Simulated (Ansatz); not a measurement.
Isolated molecules relaxed with PBE0-D4/def2-TZVP in Ansatz; ΔE leaves out vibrations. CBS: MP2 limit from def2 TZ/QZ plus the TZ coupled-cluster correction, frozen cores. This one scheme is used for every species. Each species was taken in one conformer, which may not be the lowest.

Reaction (substitution at a C–C bond): `CC(O)F` + H–F → `OC(F)F` + CH₄

| species | CCSD(T)/CBS(def2) energy (Eh) |
| --- | --- |
| `CC(O)F` | -254.08332 |
| H–F | -100.39570 |
| `OC(F)F` | -314.01610 |
| CH₄ | -40.46206 |

Work out ΔE.

ΔE = (-314.01610) + (-40.46206) − (-254.08332) − (-100.39570) = 0.00086 Eh = +0.5 kcal/mol.

Largest T1 diagnostic among the species: 0.012.

From r2SCAN to r2SCAN0 (25 % exact exchange), in def2-TZVPP and without D4, ΔE moves by +0.7 kcal/mol. In def2-TZVPP, CCSD(T) changes the Hartree–Fock value by +4.3 kcal/mol (the triples alone add +0.1 kcal/mol) and MP2 by +5.7 kcal/mol. Leaving LDA and LC-ωPBE aside and taking each functional with its dispersion term where it has one, the values, not all of them listed here, spread over 2.9 kcal/mol, from B97M-V to PBE-QIDH.
